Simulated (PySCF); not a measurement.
Species: C4H5, charge 0, multiplicity 2. It need not be the lowest isomer of its formula. SMILES: [C]1=CCC1
Geometry from a B3LYP-D3(BJ)/def2-TZVP (Ansatz) optimisation:
```xyz
9

C      0.0033    -0.6896     0.8343
C     -0.0067     0.6330     0.9008
C      0.0078    -0.8496    -0.6675
C     -0.0040     0.7213    -0.6277
H     -0.0140     1.3789     1.6796
H     -0.8797    -1.3093    -1.1007
H      0.9040    -1.2960    -1.0968
H      0.8906     1.1748    -1.0586
H     -0.9034     1.1615    -1.0626
```
Charge 0, spin multiplicity 2.

Dispersion corrections to the total energy (kcal/mol) from the dftd3 and dftd4 libraries through PySCF: D3(BJ) without and D4 with the three-body term, each with the damping fitted for the functional named.

```
functional  D3(BJ)      D4
----------  ------  ------
CAM-B3LYP    -2.59       …
BHLYP        -4.76   -3.69
revPBE       -9.79  -12.55
LC-wPBE      -3.22   -3.73
B2PLYP       -2.78   -2.34
BP86         -5.45       …
r2SCAN       -0.94       …
```

Problem. Complete the blanks.

Solution. 
- CAM-B3LYP, D4: -2.74
- BP86, D4: -4.31
- r2SCAN, D4: -0.80
